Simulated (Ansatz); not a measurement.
Competing steps

Reactants: SiNH₅ ([NH2][SiH3]) + H₂O (brackets give SMILES or just the links). Saddle points were found for several chosen steps; others may exist. Gas-phase electronic energies, without zero-point energy, by CCSD(T) at an estimated basis limit (MP2 extrapolated from triple and quadruple zeta, plus CCSD(T) − MP2 in triple zeta); Ansatz 0.2.0, def2-TZVPP and QZVPP, frozen cores, on PBE0-D4/def2-TZVP structures. Extrapolation: Hartree–Fock as exp(−7.88 √X), correlation as X^−2.97. No counterpoise correction.

**Question.** Rank the steps by the energy of their saddle points, lowest first, and give each saddle's height above the lowest. (An estimate is asked for; the value comes from the calculation.)
A. four-centre ligand exchange, to SiNH₅O ([NH2][SiH2][OH]) + H₂ (breaks or loosens H–O, H–Si; forms H–H, O–Si)
B. four-centre ligand exchange, to SiH₄O ([OH][SiH3]) + NH₃ (breaks or loosens H–O, N–Si; forms H–N, O–Si)

**Answer.** By the calculation: B (0.00 kcal/mol), A (10.18 kcal/mol). Heights count from the lowest.

The lowest of these saddles lies at 22.03 kcal/mol relative to the separated reactants.

**Question.** Does the lowest of these saddles lead to the lowest end structure (the products still in contact)? (Judge from chemistry; the calculation decides.)

**Answer.** The calculation gives: No: the step over a higher saddle ends lower. Relative to the separated reactants, the ends lie at -12.12 (SiH₄O ([OH][SiH3]) + NH₃); -21.98 (SiNH₅O ([NH2][SiH2][OH]) + H₂) kcal/mol.

No T1 diagnostic of these runs exceeds 0.012.

For scale, one of the runs: CCSD(T)/def2-TZVPP, 202 basis functions, launched by `ansatz run in.yaml --threads 2 --pin off --events-out ev --progress --plain --max-ram 4352MiB`. Hardware: 2 CPU threads of an Arm Neoverse V2, shared host. Wall time 62 s; peak host memory 2.5 GiB.
